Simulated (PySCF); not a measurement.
Li2, SMILES [Li][Li].

Geometry: B3LYP-D3(BJ)/def2-TZVPD.

Method: B3LYP-D3(BJ)/def2-TZVPD in PySCF.

No scaling factor is applied to the harmonic values.

```json
[
 {"mode": "1", "ν (cm⁻¹)": "325", "IR (km/mol)": "0.0", "Raman (Å⁴/amu)": "1941.3", "depolarisation": "0.13", "moving atoms (share of kinetic energy)": "Li 100 %"}
]
```
